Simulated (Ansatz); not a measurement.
A CCSD(T) single point on CHFO, SMILES `O=CF`.

```yaml
crystal:
  periodic: [false, false, false]
  atoms:
    - {symbol: O, position_ang: [-0.889346, 0.201130, 0.827770]}
    - {symbol: C, position_ang: [-0.046414, 0.067565, 0.021613]}
    - {symbol: F, position_ang: [0.585203, -1.091761, -0.181759]}
    - {symbol: H, position_ang: [0.350555, 0.823076, -0.667624]}
basis:
  gaussian: {orbitals: cc-pV(Q+d)Z}
correlation: {method: ccsd_t}
```

```sh
$ ansatz run in.yaml --threads 4 --pin off --events-out ev --progress --plain --max-ram 10444MiB
```

Log, shortened:

```
Functional definition: HF
1196 factors; integrals over basis functions are off by at most 1.0e-3 eV
mean field evaluation 1: about -5789.2231 eV, gradient 3.9e1 eV
mean field evaluation 2: about -5789.2242 eV, gradient 3.9e1 eV
mean field evaluation 4: about -5791.8949 eV, gradient 3.1e0 eV
mean field evaluation 8: about -5791.9347 eV, gradient 4.9e-1 eV
mean field evaluation 16: about -5791.8931 eV, gradient 3.1e0 eV
mean field -5791.93683472 eV, -212.8497527601 hartree, gradient 2.5e-6 eV, S^2 0.000000; 0 other end points of the search recorded, 0 dependent functions left out
3 core orbitals not correlated: weight in the atoms' cores, before any rotation towards them, 1.000 or more for the frozen orbitals, at most 0.000 for the correlated occupied ones
reference -5791.93683472 eV, -212.8497527601 hartree; 9, 9 occupied and 183, 183 virtual orbitals, 1196 factors
second order -18.76092815 eV of doubles, -0.00000000 eV of singles
cycle   1  -18.14256636 eV  change    6.2e-1 eV  update   9.9e-2
cycle   2  -18.59554620 eV  change   -4.5e-1 eV  update   3.1e-2
cycle   3  -18.70152131 eV  change   -1.1e-1 eV  update   1.5e-2
cycle   4  -18.68147826 eV  change    2.0e-2 eV  update   3.5e-3
cycle   5  -18.68043147 eV  change    1.0e-3 eV  update   1.5e-3
cycle   6  -18.68142508 eV  change   -9.9e-4 eV  update   3.8e-4
cycle   7  -18.68121740 eV  change    2.1e-4 eV  update   1.5e-4
cycle   8  -18.68112070 eV  change    9.7e-5 eV  update   4.7e-5
cycle   9  -18.68113424 eV  change   -1.4e-5 eV  update   2.0e-5
perturbative correction -0.75437144 eV, -0.0277226392 hartree
Total energy: -5811.37234040 eV, -213.5639944200 hartree
```

Run time 9.5 s (4 threads of an Arm Neoverse V1 on a shared host); peak host memory 1.6 GiB.

Correlation energy per correlated electron: -1.080 eV. T1 diagnostic: 0.0153.
